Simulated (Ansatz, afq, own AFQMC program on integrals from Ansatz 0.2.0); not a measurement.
PdSiH₃⁺, singlet in def2-TZVP, levels against CCSDT(Q)

```
atom    x (Å)    y (Å)    z (Å)
  Pd  -0.0084   0.0000   0.4958
  Si  -0.0029   0.0000  -1.6818
   H  -0.1510  -1.2372  -2.4752
   H  -0.1510   1.2372  -2.4752
   H   1.2737   0.0000  -0.5313
```

Connectivity, by distances: Pd–SiH2, 1 bridging H.

Basis def2-TZVP with its core potentials. Noble-gas cores (and the filled d shells of Ga–Kr and In–Xe) are frozen. AFQMC by an in-house program on the Cholesky factors that Ansatz 0.2.0 writes for its CCSD(T) run. ph-AFQMC/CISD is guided by a CISD state made of CCSD amplitudes; releasing the constraint for a short imaginary time cuts its bias at the price of noise, slowly where states lie close. ± is one standard error of the sampling. No spin–orbit coupling. The metal's outer-core s and p shells are frozen, which shifts wave-function levels against functionals.

Determinant: RHF, the one that the program's search chose, which needn't be the lowest solution. The geometry is a PBE0/def2-TZVP stationary point of this or a neighbouring charge and spin state.

No full CI on the walks' own integrals is used here; CCSDT(Q) serves as the reference and is uncertain by about the last step of the cluster series.

Cautions: no spin-orbit coupling; outer-core shells of the metal frozen; higher spins were not checked; restricted determinant unstable towards unrestricted (UHF 81 meV lower, ⟨S²⟩ 0.37).

* T1 diagnostic: 0.0209
* weight of the determinant in the CISD state: 0.847
* size of the correlated space: 16 electrons in 86 orbitals

```tsv
level	correlation energy (eV)
MP2	-11.6380
CCSD	-11.5529
CCSD(T)	-12.0081
```

Q: Estimate where phaseless AFQMC with a CISD trial lies against CCSD(T) on the same integrals.

A: 0.47 ± 0.14 kcal/mol below CCSD(T).

Reference: CCSDT(Q), correlation energy -12.046 eV. The released energy is read at 2.60 1/Eh (meV from the phaseless value at times in 1/Eh: -7 ± 6 at 0.24, -14 ± 6 at 0.60, -13 ± 8 at 1.20, -32 ± 12 at 1.80, -33 ± 9 at 2.60).

```json
{"level": "CCSD(T)", "E − E(reference) (kcal/mol)": "0.89", "share of correlation (%)": "99.68"}
{"level": "CCSDT", "E − E(reference) (kcal/mol)": "0.69", "share of correlation (%)": "99.75"}
{"level": "ph-AFQMC/CISD", "E − E(reference) (kcal/mol)": "0.42 ± 0.14", "share of correlation (%)": "99.85"}
{"level": "released AFQMC", "E − E(reference) (kcal/mol)": "-0.34 ± 0.21", "share of correlation (%)": "100.12"}
```

A walk keeps the symmetry of its determinant, which the program's search chose and which needn't be the lowest solution, so a lower state of the same spin and another symmetry isn't excluded. Released energies are given only where the last usable release times agree within the noise; a slower fall can still hide under it.
